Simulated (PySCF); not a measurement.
Two structures of BH3ClF, singlet, reached by relaxing down either side of one saddle point (PBE0-D4/def2-TZVP). Energies are electronic, without zero-point energy. Computed with PySCF 2.14 with density fitting (its default auxiliary sets; JK sets also for MP2 and CCSD(T)) (basis: def2-TZVPP and def2-QZVPP); correlated methods freeze the cores. Extrapolation: Hartree–Fock as exp(−7.88 √X), correlation as X^−2.97. First:

```csv
atom,x (Å),y (Å),z (Å)
B1,0.0957,0.1438,-0.8017
Cl2,1.0043,-1.3301,-0.4855
H3,0.6899,1.1713,-0.7652
H4,-1.0234,0.0260,-1.1807
H5,-0.1863,-0.3557,1.7409
F6,-0.6206,0.4027,1.4376
```

Second:

B1  (-0.317, 0.631, -0.624)
Cl2  (0.892, -1.677, 0.795)
H3  (0.762, 1.064, -0.909)
H4  (-0.960, -0.095, -1.324)
H5  (0.298, -1.151, 1.800)
F6  (-0.871, 1.052, 0.503)
(Å)

Which bonds change from the first to the second?

BH₂Cl ([BH2][Cl]) + HF → BH₂F ([BH2][F]) + HCl; bonds formed: B1–F6, Cl2–H5; bonds broken: B1–Cl2, H5–F6.

Give the saddle point's structure and its height above each. (Judge from chemistry; the value comes from the calculation.)

The calculation gives: 54.7 kJ/mol above the first and 96.1 kJ/mol above the second (CCSD(T) at an estimated basis limit (MP2 extrapolated from triple and quadruple zeta, plus CCSD(T) − MP2 in triple zeta)).
```
atom    x (Å)    y (Å)    z (Å)
  B1  -0.0864   0.2905  -0.4440
 Cl2   0.8585  -1.3709   0.2070
  H3   0.7353   1.0951  -0.7437
  H4  -0.9804  -0.0411  -1.1534
  H5   0.0482  -0.4871   1.1496
  F6  -0.5752   0.5135   0.9846
```

No T1 diagnostic of these runs exceeds 0.012.

Labels in which every atom is bracketed show which atoms are joined, not bond orders.

For scale, one of the runs: CCSD(T)/def2-TZVPP, 146 basis functions, launched by `OMP_NUM_THREADS=4 python run.py`. Hardware: 4 CPU threads of an Intel Xeon, shared host. Wall time 2 min; peak host memory 0.96 GiB.
